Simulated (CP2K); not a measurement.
# C2H3F3 (1,1,2-trifluoroethane) at GFN2-xTB

What is the vertical ionisation energy of C2H3F3 (1,1,2-trifluoroethane) at GFN2-xTB? 

The results are computed with CP2K 2026.2.

7 further runs of the same task are left out: 4 that didn't finish, 3 set aside as unsound or not needed.

### Step 1. The molecule

C2H3F3 has 8 atoms, charge 0, and is taken as a singlet. SMILES: `FCC(F)F`. Geometry: relaxed at PBE0-D4/def2-TZVP. This is one conformer, not always the lowest.

Bond lengths: F1–C2 1.372 Å, C2–C3 1.509 Å, C3–F4 1.352 Å, C3–F5 1.356 Å, C2–H6 1.093 Å, C2–H7 1.093 Å, C3–H8 1.095 Å. Some angles: F1–C2–C3 109.3°, C2–C3–F4 110.4°, C2–C3–F5 108.3°, F4–C3–F5 107.9°, F1–C2–H6 109.4°, F1–C2–H7 109.2°, C3–C2–H6 109.5°, C3–C2–H7 109.4°, C2–C3–H8 113.0°, F4–C3–H8 108.2°.

### Step 2. The energy at GFN2-xTB

File run.inp:

```
&FORCE_EVAL
  METHOD Quickstep
  &DFT
    &QS
      METHOD XTB
      EPS_DEFAULT 1.0E-10
      &XTB
        GFN_TYPE TBLITE
        &TBLITE
          METHOD GFN2
        &END TBLITE
        CHECK_ATOMIC_CHARGES F
      &END XTB
    &END QS
    &POISSON
      PERIODIC NONE
      POISSON_SOLVER ANALYTIC
    &END POISSON
    &SCF
      SCF_GUESS ATOMIC
      EPS_SCF 1.0E-06
      MAX_SCF 150
      ADDED_MOS 4
      &DIAGONALIZATION
        ALGORITHM STANDARD
      &END DIAGONALIZATION
      &MIXING
        METHOD DIRECT_P_MIXING
        ALPHA 0.4
      &END MIXING
      &SMEAR ON
        METHOD FERMI_DIRAC
        ELECTRONIC_TEMPERATURE [K] 300
      &END SMEAR
    &END SCF
    &PRINT
      &MOMENTS
        PERIODIC F
        REFERENCE COM
        MAX_MOMENT 1
      &END MOMENTS
      &MO ON
        ENERGIES T
        OCCUPATION_NUMBERS T
        NDIGITS 6
        &EACH
          QS_SCF 0
        &END EACH
        ADD_LAST NUMERIC
      &END MO
      &HIRSHFELD OFF
      &END HIRSHFELD
    &END PRINT
  &END DFT
  &SUBSYS
    &CELL
      ABC 18.2 18.5 18.7
      PERIODIC NONE
    &END CELL
    &COORD
      F     -1.142800    -0.681000     1.163100
      C     -0.188200     0.195100     0.711800
      C      0.172900    -0.152400    -0.711300
      F      0.824200    -1.335800    -0.756500
      F      1.011700     0.803600    -1.182200
      H      0.701700     0.118900     1.342500
      H     -0.588500     1.211500     0.747300
      H     -0.698800    -0.217000    -1.370500
    &END COORD
    &TOPOLOGY
      &CENTER_COORDINATES
      &END CENTER_COORDINATES
    &END TOPOLOGY
  &END SUBSYS
&END FORCE_EVAL
&GLOBAL
  PROJECT_NAME run
  RUN_TYPE ENERGY
  PRINT_LEVEL MEDIUM
&END GLOBAL
```

Run with:

```bash
$ OMP_NUM_THREADS=1 cp2k.psmp -i run.inp > run.out 2>&1
```

What it wrote:

```text
CP2K| version string:                                       CP2K version 2026.2
[...]
 GLOBAL| Method name                                                        CP2K
[...]
 GLOBAL| Run type                                                         ENERGY
[...]
                             - Atoms:                                          8
[...]
                             - Spherical basis functions:                     23
[...]
 Number of electrons:                                                         32
[...]
  *** SCF run converged in    12 steps ***
[...]
  Fermi energy:                                                -0.06560591965342
[...]
 TB_DIPOLE| Moment [Debye]         -0.67337675       1.54624322       0.38816846
 TB_DIPOLE| Derivative [a.u.]       0.00000000       0.00000000       0.00000000
[...]
 ENERGY| Total FORCE_EVAL ( QS ) energy [hartree]            -20.001488765437998
[...]
```

Run time: 0.2 s. Hardware: 1 thread of Arm Neoverse V2, shared host.

### Step 3. The doublet cation

File gas.inp:

```
&GLOBAL
   PROJECT_NAME gas
   RUN_TYPE ENERGY
   PRINT_LEVEL MEDIUM
&END GLOBAL

&FORCE_EVAL
   METHOD QUICKSTEP
   &DFT
      CHARGE 1
      MULTIPLICITY 2
      UNRESTRICTED_KOHN_SHAM T
      # Quickstep
      &QS
         METHOD XTB
         EPS_DEFAULT 1.0E-10
         &XTB
            GFN_TYPE TBLITE
            &TBLITE
               METHOD GFN2
            &END TBLITE
            CHECK_ATOMIC_CHARGES F
         &END XTB
      &END QS
      &POISSON
         PERIODIC NONE
         POISSON_SOLVER ANALYTIC
      &END POISSON
      # SCF settings
      &SCF
         SCF_GUESS ATOMIC
         EPS_SCF 1.0E-06
         MAX_SCF 150
         ADDED_MOS 4
         &DIAGONALIZATION
            ALGORITHM STANDARD
         &END DIAGONALIZATION
         &MIXING
            METHOD DIRECT_P_MIXING
            ALPHA 0.4
         &END MIXING
         &SMEAR ON
            METHOD FERMI_DIRAC
            ELECTRONIC_TEMPERATURE [K] 300
            FIXED_MAGNETIC_MOMENT 1.0
         &END SMEAR
      &END SCF
      # extra output
      &PRINT
         &MOMENTS
            PERIODIC F
            REFERENCE COM
            MAX_MOMENT 1
         &END MOMENTS
         &MO ON
            ENERGIES T
            OCCUPATION_NUMBERS T
            NDIGITS 6
            &EACH
               QS_SCF 0
            &END EACH
            ADD_LAST NUMERIC
         &END MO
         &HIRSHFELD OFF
         &END HIRSHFELD
      &END PRINT
   &END DFT
   # structure
   &SUBSYS
      &CELL
         ABC [angstrom] 18.2 18.5 18.7
         PERIODIC NONE
      &END CELL
      &COORD
         F     -1.142800    -0.681000     1.163100
         C     -0.188200     0.195100     0.711800
         C      0.172900    -0.152400    -0.711300
         F      0.824200    -1.335800    -0.756500
         F      1.011700     0.803600    -1.182200
         H      0.701700     0.118900     1.342500
         H     -0.588500     1.211500     0.747300
         H     -0.698800    -0.217000    -1.370500
      &END COORD
      &TOPOLOGY
         &CENTER_COORDINATES
         &END CENTER_COORDINATES
      &END TOPOLOGY
   &END SUBSYS
&END FORCE_EVAL
```

Run with:

```bash
$ OMP_NUM_THREADS=1 cp2k.psmp -i gas.inp > gas.out 2>&1
```

What it wrote:

```text
CP2K| version string:                                       CP2K version 2026.2
[...]
 GLOBAL| Method name                                                        CP2K
[...]
 GLOBAL| Run type                                                         ENERGY
[...]
                             - Atoms:                                          8
[...]
                             - Spherical basis functions:                     23
[...]
 Number of electrons:                                                         16
[...]
  *** SCF run converged in    18 steps ***
[...]
  Fermi energy:                                                -0.53907457091320
[...]
 TB_DIPOLE| Moment [Debye]         -1.34108582       2.16746255       0.95223693
 TB_DIPOLE| Derivative [a.u.]       0.00000000       0.00000000       0.00000000
[...]
 ENERGY| Total FORCE_EVAL ( QS ) energy [hartree]            -19.393241221409287
[...]
```

It took 0.22 s on 1 thread of Arm Neoverse V2, shared host.

### Step 4. Outcome

Level: GFN2-xTB.

```
                                                 quantity         value
                             singlet C2H3F3: total energy  -20.00149 Eh
singlet C2H3F3: dipole moment (from atomic charges alone)        1.73 D
                              singlet C2H3F3: HOMO energy     -13.06 eV
                              singlet C2H3F3: LUMO energy      -0.91 eV
                            singlet C2H3F3: HOMO–LUMO gap      12.15 eV
                             doublet cation: total energy  -19.39324 Eh
       doublet cation: HOMO energy (highest over α and β)     -20.22 eV
        doublet cation: LUMO energy (lowest over α and β)     -20.04 eV
       vertical ionisation energy (to the doublet cation)     16.551 eV
```

The vertical ionisation energy comes to 16.55 eV (1597 kJ/mol). No empirical shift is applied, and without it xTB methods put this difference several eV too high. The dipole (singlet C2H3F3) comes from point charges on the atoms alone, without atomic dipoles, so it is partial.
